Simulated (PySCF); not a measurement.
Molfile (atoms numbered from 1):
```
H3NSi
     RDKit          3D

  5  4  0  0  0  0  0  0  0  0999 V2000
    1.0770   -0.5294    0.0178 N   0  0  0  0  0  0  0  0  0  0  0  0
   -0.4352    0.0025   -0.0068 Si  0  0  0  0  0  4  0  0  0  0  0  0
    1.8559    0.1261   -0.0133 H   0  0  0  0  0  0  0  0  0  0  0  0
   -0.9531    1.4052   -0.0745 H   0  0  0  0  0  0  0  0  0  0  0  0
   -1.5273   -0.9987    0.0425 H   0  0  0  0  0  0  0  0  0  0  0  0
  1  2  2  0
  1  3  1  0
  2  4  1  0
  2  5  1  0
M  END
```

Geometry: PBE0-D3(BJ)/def2-SVP; GIAO shifts from PySCF 2.14.0 with density-fitted response routines, gas phase, non-relativistic, averaged over equivalent atoms.

At PBE0/pcSseg-1 (56 basis functions, 2.5 s wall time on 1 thread of an x86-64 server CPU, shared host):
```json
{"atoms": "N1", "δ (ppm)": "313.3"}
{"atoms": "Si2", "δ (ppm)": "82.8"}
{"atoms": "H3", "δ (ppm)": "11.53"}
{"atoms": "H4", "δ (ppm)": "6.55"}
{"atoms": "H5", "δ (ppm)": "5.56"}
```

References, each an isolated molecule treated in the same way: NH3 for ¹⁵N (265.67 ppm); ²⁹Si (351.99 ppm), ¹H (31.27 ppm) against TMS.

Predict the values at B97-2/pcSseg-2 on the same geometry.

Results:


```csv
atoms,δ at B97-2/pcSseg-2,change
N1,288.6,-24.7
Si2,74.7,-8.1
H3,10.51,-1.02
H4,6.54,-0.01
H5,5.45,-0.11
```

Scale: ¹⁵N (σref 259.60) vs NH3; ²⁹Si (σref 347.59) and ¹H (σref 31.36) against TMS (reference shieldings calculated alike).

The largest change is at N1 (nitrogen bonded to Si, H). Cost: 121 basis functions, 3.5 s wall time on 1 thread of an x86-64 server CPU, shared host.

Experimental scales use liquid or dissolved standards, which lie at an offset from isolated NH3 (liquid NH3: subtract about 20 ppm). Unscaled 15N shifts of sp2 nitrogen come out 20 to 40 ppm too high even then.
